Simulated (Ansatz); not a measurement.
# Nudged elastic band run: H₃OS

Input file:

```yaml
crystal:
  periodic: [false, false, false]
  atoms:
    - { symbol: H, position_ang: [-0.127671, -1.35324, 0.084939] }
    - { symbol: O, position_ang: [0.098842, -0.803161, -0.694859] }
    - { symbol: S, position_ang: [-0.224033, 1.176336, 1.030527] }
    - { symbol: H, position_ang: [-0.776016, -0.509164, -1.026597] }
    - { symbol: H, position_ang: [1.028979, 1.48923, 0.605891] }
magnetization:
  spin_polarized: true
  initial_magnetization: 1
basis:
  gaussian: { orbitals: "6-31G*" }
hamiltonian:
  xc: pbe
  dispersion: d4
neb:
  order_check: false
  images: 5
  f_tol: 0.03
  max_iterations: 60
  final_atoms:
    - { symbol: H, position_ang: [0.16102011, -0.64141725, 1.10325015] }
    - { symbol: O, position_ang: [0.03161616, -0.61168568, -1.15567462] }
    - { symbol: S, position_ang: [-0.2549363, 0.64523684, 0.99076515] }
    - { symbol: H, position_ang: [-0.88925339, -0.4567699, -1.47433878] }
    - { symbol: H, position_ang: [0.95165442, 1.06463699, 0.5358991] }
  initial_path:
    images:
      - { positions_ang: [[-0.127671, -1.35324, 0.084939], [0.098842, -0.803161, -0.694859], [-0.224033, 1.176336, 1.030527], [-0.776016, -0.509164, -1.026597], [1.028979, 1.48923, 0.605891]] }
      - { positions_ang: [[-0.1323782, -0.98249637, 0.07315852], [0.07129933, -0.89835523, -0.75418713], [-0.18261681, 1.14150464, 1.11104262], [-0.80341454, -0.73905145, -1.10009903], [1.04721122, 1.4783994, 0.66998602]] }
      - { positions_ang: [[-0.13708541, -0.61175274, 0.06137804], [0.04375665, -0.99354946, -0.81351527], [-0.14120062, 1.10667328, 1.19155824], [-0.83081307, -0.96893889, -1.17360107], [1.06544345, 1.46756881, 0.73408105]] }
      - { positions_ang: [[-0.14179261, -0.24100912, 0.04959756], [0.01621398, -1.08874369, -0.8728434], [-0.09978443, 1.07184193, 1.27207387], [-0.85821161, -1.19882634, -1.2471031], [1.08367567, 1.45673821, 0.79817607]] }
      - { positions_ang: [[-0.04085504, -0.37447849, 0.40081509], [0.02134804, -0.92972435, -0.96712047], [-0.15150172, 0.92964023, 1.1783043], [-0.86855887, -0.95147419, -1.32284833], [1.03966859, 1.3260378, 0.71075041]] }
      - { positions_ang: [[0.06008253, -0.50794787, 0.75203262], [0.0264821, -0.77070501, -1.06139754], [-0.20321901, 0.78743853, 1.08453473], [-0.87890613, -0.70412204, -1.39859356], [0.99566151, 1.1953374, 0.62332476]] }
      - { positions_ang: [[0.16102011, -0.64141725, 1.10325015], [0.03161616, -0.61168568, -1.15567462], [-0.2549363, 0.64523684, 0.99076515], [-0.88925339, -0.4567699, -1.47433878], [0.95165442, 1.06463699, 0.5358991]] }
```

Launched with:

```bash
$ ansatz run input.yaml --threads 1 --pin off --max-ram 2048MiB --backend cpu --events-out ev --progress --plain --runs-dir out
```

Output, in part (warnings, iteration lines, the closing report on the highest movable image, with atoms numbered from 0):

```
NEB end point (image 0): max|allowed force component| = 1.847e-2 eV/Å (the criterion of neb.relax_end_points is 1.000e-2)
NEB end point (image 6): max|allowed force component| = 2.270e-2 eV/Å (the criterion of neb.relax_end_points is 1.000e-2)
NEB iter   1: max|band force component| = 9.164e0 eV/Å  barrier→ = 1.0960 eV  barrier← = 0.0000 eV  Δτ_max = 0.1890 Å  (592 SCF iters)
NEB iter   2: max|band force component| = 1.814e0 eV/Å  barrier→ = 1.0960 eV  barrier← = 0.0000 eV  Δτ_max = 0.2000 Å  (180 SCF iters)
NEB iter   3: max|band force component| = 1.415e0 eV/Å  barrier→ = 1.0960 eV  barrier← = 0.0000 eV  Δτ_max = 0.2000 Å  (168 SCF iters)
NEB iter   4: max|band force component| = 5.838e-1 eV/Å  barrier→ = 1.0960 eV  barrier← = 0.0000 eV  Δτ_max = 0.1412 Å  (164 SCF iters)
NEB iter   5: max|band force component| = 7.763e-1 eV/Å  barrier→ = 1.0960 eV  barrier← = 0.0000 eV  Δτ_max = 0.0628 Å  (166 SCF iters)
NEB iter   6: max|band force component| = 4.575e-1 eV/Å  barrier→ = 1.0824 eV  barrier← = -0.0135 eV  CI = image 5  Δτ_max = 0.0725 Å  (152 SCF iters)
NEB iter   7: max|band force component| = 2.509e-1 eV/Å  barrier→ = 1.0897 eV  barrier← = -0.0063 eV  CI = image 5  Δτ_max = 0.0724 Å  (155 SCF iters)
NEB iter   8: max|band force component| = 2.589e-1 eV/Å  barrier→ = 1.0941 eV  barrier← = -0.0018 eV  CI = image 5  Δτ_max = 0.0365 Å  (158 SCF iters)
NEB iter   9: max|band force component| = 9.062e-2 eV/Å  barrier→ = 1.0953 eV  barrier← = -0.0006 eV  CI = image 5  Δτ_max = 0.0515 Å  (154 SCF iters)
NEB iter  10: max|band force component| = 1.131e-1 eV/Å  barrier→ = 1.0961 eV  barrier← = 0.0001 eV  CI = image 5  Δτ_max = 0.0193 Å  (152 SCF iters)
NEB iter  11: max|band force component| = 4.709e-2 eV/Å  barrier→ = 1.0961 eV  barrier← = 0.0001 eV  CI = image 5  Δτ_max = 0.0033 Å  (144 SCF iters)
NEB iter  12: max|band force component| = 4.239e-2 eV/Å  barrier→ = 1.0961 eV  barrier← = 0.0001 eV  CI = image 5  Δτ_max = 0.0023 Å  (127 SCF iters)
NEB iter  13: max|band force component| = 6.034e-3 eV/Å  barrier→ = 1.0961 eV  barrier← = 0.0001 eV  CI = image 5  Δτ_max = 0.0000 Å  (404 SCF iters)
Total energy: -12921.09808358 eV, -474.8415963367 hartree
Atom 0 at     0.139467    -0.565663     1.118924 Å, force    -0.000862     0.001447    -0.000247 eV/Å
Atom 1 at     0.052573    -0.683665    -1.107344 Å, force     0.002683    -0.000513     0.000591 eV/Å
Atom 2 at    -0.266151     0.717927     0.948250 Å, force     0.000284    -0.001950     0.000116 eV/Å
Atom 3 at    -0.870296    -0.574675    -1.437530 Å, force    -0.002446     0.000558    -0.000265 eV/Å
Atom 4 at     0.944509     1.106075     0.477601 Å, force     0.000340     0.000457    -0.000195 eV/Å
Dipole moment:    -0.060733     0.112369     0.193290 e Å
```

It converged. The top lies less than 8 meV above the higher end, about what the thresholds resolve: that end is a shoulder or a very shallow well. A vibrational analysis at the climbing image gives one clearly imaginary mode, 201i cm⁻¹: a first-order saddle point.

Final band (atoms are numbered from 1 in the order of the input):

```tsv
image	path coordinate (Å)	energy (eV)	H1–O2 (Å)	H1–S3 (Å)
0	0.00	0.00	0.98	2.70
1	0.39	0.02	0.98	2.42
2	0.79	0.15	1.01	1.99
3	1.18	0.87	1.35	1.53
4	1.57	1.07	1.84	1.38
5	1.97	1.10	2.23	1.36
6	2.00	1.10	2.26	1.36
```

The run took 3.1 min on 1 CPU thread of a shared host.
